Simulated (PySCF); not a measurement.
Molecule: SMILES C[BH2-][NH3+], CH8BN.

Numbering as in the mapped SMILES `[CH3:1][BH2-:2][NH3+:3]`. Hydrogens are named by the atom that carries them.

Spin–spin couplings on one PBE0-D3(BJ)/def2-SVP geometry, PySCF 2.14.0 with density-fitted response routines, gas phase, non-relativistic, equivalent pairs averaged (spin–dipole term only in couplings to heteroatoms); isotopes 13C, 1H, 11B, 15N; basis pcJ-1.

Q: How do the couplings (Hz) change with the functional? Times are CPU seconds on shared hosts with different chips, so compare them loosely.

A: 
```tsv
functional	functions	1J(C1,H(C1))	1J(B2,H(B2))	1J(N3,H(N3))	1J(C1,B2)	1J(B2,N3)	2J(H(C1),H(C1))	2J(H(N3),H(N3))	core-s
HF	161	143.0	117.1	-90.1	72.6	-6.0	-29.2	-28.3	5.5
LDA	161	92.7	78.6	-57.0	33.2	1.0	-9.0	-7.0	12
PBE	161	110.1	98.5	-65.0	44.9	-1.2	-12.9	-9.6	17
KT2	161	114.8	100.9	-69.3	35.0	2.2	-17.6	-15.1	17
PBE0	161	113.2	100.1	-68.4	48.5	-1.8	-15.0	-12.2	17
B97-2	161	108.5	104.1	-65.6	51.9	-4.6	-12.7	-11.5	17
BHandHLYP	161	129.1	112.5	-78.0	57.9	-2.9	-17.6	-16.0	19
CAM-B3LYP	161	117.9	103.7	-71.1	49.8	-1.3	-14.7	-12.4	23
```
